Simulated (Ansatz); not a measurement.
Geometry optimisation, RKS B3LYP-D4/6-31G* in Ansatz 0.2.0.

input.yaml

```yaml
crystal:
  periodic: [false, false, false]
  atoms:
    - { symbol: B, position_ang: [0.0, 0.0, 0.0] }
    - { symbol: "N", position_ang: [0.0, 0.0, 1.9] }
    - { symbol: H, position_ang: [-0.877, -0.2713, 2.43] }
    - { symbol: H, position_ang: [0.877, 0.2713, 2.43] }
    - { symbol: H, position_ang: [1.0305, 0.0, -0.595] }
    - { symbol: O, position_ang: [-1.2211, 0.0, -0.705] }
    - { symbol: H, position_ang: [-1.7308, -0.8467, -0.4965] }
    - { symbol: H, position_ang: [-0.1864, 1.4017, 0.4698] }
    - { symbol: H, position_ang: [-0.1534, 1.1538, 1.3606] }
basis:
  gaussian: { orbitals: "6-31G*" }
hamiltonian:
  xc: b3lyp
  dispersion: d4
relax:
  f_tol: 0.15
  max_steps: 25
  restrain:
    - { distance: [0, 7], at: 2.39, k: 30.0 }
    - { distance: [8, 1], at: 2.26, k: 30.0 }
    - { distance: [0, 1], at: 1.55, k: 30.0 }
    - { distance: [8, 7], at: 0.66, k: 30.0 }
```

Command:

```bash
$ ansatz run input.yaml --threads 1 --pin off --max-ram 2048MiB --backend cpu --events-out ev --progress --plain --runs-dir out
```

Problem. Where does it end, and by what steps?

Solution. The run converged. The restraints hold the end off the free minimum. After 11 steps the energy has fallen by 3.788 eV (the restraints' own energy left out); H9 moved furthest, 0.77 Å.

```csv
step,energy less start (eV),largest force component (eV/Å),accepted
0,0.0000,3.806,yes
1,-0.2836,2.451,yes
2,-1.1897,2.668,yes
3,-2.5291,2.382,yes
4,-3.3161,2.340,yes
5,-3.6634,2.197,yes
6,-3.7320,1.910,yes
7,-3.7627,2.222,yes
8,-3.7775,2.025,yes
9,-3.7903,2.046,no
10,-3.7837,2.044,yes
11,-3.7883,2.022,yes
```

```xyz
9
Properties=species:S:1:pos:R:3
B 0.081 -0.217 0.219
N 0.011 -0.312 1.694
H -0.825 -0.526 2.220
H 0.843 -0.264 2.261
H 1.138 0.002 -0.292
O -0.998 -0.383 -0.603
H -1.820 -0.561 -0.122
H -0.406 2.131 0.392
H -0.284 1.840 1.026
```

The run took 10 s on 1 thread of AMD EPYC 9R45 96-Core Processor (Zen 5) (shared host), peak memory 0.15 GiB.
